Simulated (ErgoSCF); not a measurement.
# One shape, several levels: CH2AlN (SMILES N#[C][AlH2])

Aim: a comparison of 6 runs (HF/STO-3G, HF/STO-6G, HF/3-21G, HF/def2-SVP, B3LYP/6-31G*, PBE0/def2-SVP) of CH2AlN. 

The results are computed with ErgoSCF 3.8.

5 further runs of the same task are left out: 2 that didn't finish, 3 set aside as unsound or not needed.

**1. The system as given**

CH2AlN has 5 atoms, charge 0, and is taken as a singlet. SMILES: `N#[C][AlH2]`. The coordinates come from a PBE0-D4/def2-TZVP relaxation.

Bond lengths: N1–C2 1.154 Å, C2–Al3 1.938 Å, Al3–H4 1.573 Å, Al3–H5 1.572 Å. Angles: N1–C2–Al3 180.0°, C2–Al3–H4 117.0°, C2–Al3–H5 117.0°, H4–Al3–H5 126.1°.

**2. The energy at HF/STO-3G (run 1)**

Input file input.xyz:

```xyz
5
CH2AlN
N      1.382300    -1.346000     1.394200
C      0.714200    -0.698000     0.711800
Al    -0.407200     0.390000    -0.434600
H     -1.629700    -0.322900    -1.120200
H     -0.009700     1.903200    -0.592600
```

Input file input.ego:

```
set_nthreads(1)
molecule "input.xyz"
tmpdir = "."
scf.max_number_of_iterations = 120
scf.output_mulliken_pop = 1
scf.use_diagonalization = 1
basis = "STO-3G"
run "HF"
```

The basis set STO-3G is read from a file made from the Basis Set Exchange's data (not shown).

Run with:

```sh
ergo < input.ego
```

The program printed:

```text
[...]
INSC SCF_general constructor, number of basis functions: 21
[...]
INSC Energy   1 =       -272.03523781617
[...]
INDE E_LUMO =          0.25656856194
[...]
INSC Energy  11 =       -331.31575374134  ( diff     -0.000000000017906 )
[...]
RESC CONVERGED after  11 iterations.
RESC FINAL ENERGY:       -331.31575374134
[...]
INSC SCF: dipole_moment_x [atomic units] =      -0.84888950
INSC SCF: dipole_moment_y [atomic units] =       0.82362702
INSC SCF: dipole_moment_z [atomic units] =      -0.86737400
[...]
```

Wall time 1.2 s (1 thread of Arm Neoverse V1, shared host); peak memory 0.26 GiB.

**3. The response to a field at HF/STO-6G (run 2)**

Input file job.ego:

```
set_nthreads("env")
lr.max_iterations = 30
scf.max_number_of_iterations = 150
scf.output_mulliken_pop = 1
use_6_d_functions = 1
scf.use_diagonalization = 1
basis = "STO-6G"
tmpdir = "."
charge = 0
molecule_inline
N  2.61216842 -2.54357136 2.63465616
C  1.34964240 -1.31902883 1.34510706
Al -0.76949648 0.73699319 -0.82127497
H  -3.07968667 -0.61019257 -2.11687120
H  -0.01833034 3.59652676 -1.11985170
EOF
get_polarisability "HF" all 0.04
```

Run with:

```sh
ergo job.ego
```

The program printed:

```text
[...]
INMA  use_6_d_functions := 1
[...]
INSC Energy   1 =       -273.33719526227
[...]
INDE E_LUMO =          0.25502038054
[...]
INSC Energy  11 =       -334.18268588625  ( diff     -0.000000000020748 )
[...]
RESC CONVERGED after  11 iterations.
RESC FINAL ENERGY:       -334.18268588625
[...]
INSC SCF: dipole_moment_x [atomic units] =      -0.85174825
INSC SCF: dipole_moment_y [atomic units] =       0.82640002
INSC SCF: dipole_moment_z [atomic units] =      -0.87028613
[...]
```

Standard output:

```text
Inline main molecule with 5 atoms.
Step  1: ssize:   2 |r|=      2.60625 shift=  0.040000
Step  2: ssize:   4 |r|=     0.463711 shift=  0.040000
Step  3: ssize:   6 |r|=    0.0814994 shift=  0.040000
Step  4: ssize:   8 |r|=    0.0280492 shift=  0.040000
Step  5: ssize:  10 |r|=   0.00792311 shift=  0.040000
Step  6: ssize:  12 |r|=    0.0018047 shift=  0.040000
Response << X | X >> at freq     0.040000000:    -15.46361697
Response << Y | X >> at freq     0.040000000:     2.323459269
Response << Z | X >> at freq     0.040000000:    -6.443243792
Step  1: ssize:   2 |r|=      2.65919 shift=  0.040000
Step  2: ssize:   4 |r|=     0.489305 shift=  0.040000
Step  3: ssize:   6 |r|=    0.0804108 shift=  0.040000
Step  4: ssize:   8 |r|=     0.026944 shift=  0.040000
Step  5: ssize:  10 |r|=   0.00759384 shift=  0.040000
Step  6: ssize:  12 |r|=   0.00179872 shift=  0.040000
Response << X | Y >> at freq     0.040000000:     2.323451636
Response << Y | Y >> at freq     0.040000000:    -17.13593635
Response << Z | Y >> at freq     0.040000000:     4.530112874
Step  1: ssize:   2 |r|=      2.51812 shift=  0.040000
Step  2: ssize:   4 |r|=     0.431034 shift=  0.040000
Step  3: ssize:   6 |r|=    0.0823612 shift=  0.040000
Step  4: ssize:   8 |r|=    0.0283427 shift=  0.040000
Step  5: ssize:  10 |r|=      0.00794 shift=  0.040000
Step  6: ssize:  12 |r|=   0.00170398 shift=  0.040000
Response << X | Z >> at freq     0.040000000:    -6.443192266
Response << Y | Z >> at freq     0.040000000:     4.530062486
Response << Z | Z >> at freq     0.040000000:    -13.69640318
```

It took 11 s on 1 thread of Arm Neoverse V1, shared host; peak memory 0.26 GiB.

Runs 3 to 5 aren't shown in full; the table further down has their settings and results.

**4. The energy at PBE0/def2-SVP (run 6)**

Input file input.ego:

```
set_nthreads("env")
molecule_inline
N      2.61216842    -2.54357136     2.63465616
C      1.34964240    -1.31902883     1.34510706
Al    -0.76949648     0.73699319    -0.82127497
H     -3.07968667    -0.61019257    -2.11687120
H     -0.01833034     3.59652676    -1.11985170
EOF
XC.radint = 1e-11
scf.output_mulliken_pop = 1
scf.use_diagonalization = 1
XC.sparse_mode = 0
XC.angint = 41
basis = "def2-SVP"
tmpdir = "."
scf.max_number_of_iterations = 120
run "PBE0"
```

The basis set def2-SVP is read from a file made from the Basis Set Exchange's data (not shown).

Run with:

```sh
ergo input.ego
```

The program printed:

```text
[...]
INDF Weighted mixed functional:
[...]
INSC Energy   1 =       -141.99819044887
[...]
INDE E_LUMO =         -0.09195355428
[...]
INSC Energy  23 =       -336.08230569502  ( diff     -0.000000000000114 )
[...]
RESC CONVERGED after  23 iterations.
RESC FINAL ENERGY:       -336.08230569502
[...]
INSC SCF: dipole_moment_x [atomic units] =      -0.72389803
INSC SCF: dipole_moment_y [atomic units] =       0.70235667
INSC SCF: dipole_moment_z [atomic units] =      -0.73963536
[...]
```

Run time: 17 s. Hardware: 1 thread of Arm Neoverse V1, shared host; peak memory 0.26 GiB.

**5. All runs side by side**

| run | level | task | Cartesian functions | energy (Eh) | dipole moment (D) | wall time |
| --- | --- | --- | --- | --- | --- | --- |
| 1 | HF/STO-3G | energy | no | -331.315754 | 3.73 | 1.2 s |
| 2 | HF/STO-6G | polarizability | yes | -334.182686 | 3.74 | 11 s |
| 3 | HF/3-21G | energy | no | -333.538280 | 3.37 | 2 s |
| 4 | HF/def2-SVP | energy | no | -335.242420 | 3.45 | 9.9 s |
| 5 | B3LYP/6-31G* (spherical functions) | energy | no | -336.467686 | 3.21 | 10 s |
| 6 | PBE0/def2-SVP | energy | no | -336.082306 | 3.18 | 17 s |

**6. Outcome**

| quantity | value |
| --- | --- |
| run 6: total energy | -336.08231 Eh |
| run 6: dipole moment | 3.18 D |

The dipole moment (its size) runs from 3.18 D (PBE0/def2-SVP) to 3.74 D (HF/STO-6G). The two ends differ in method and basis. Totals of different functionals can't be ranked against each other. In runs 1, 2 the basis is minimal, so the values are rough. All runs together took 52 s, the longest 17 s.
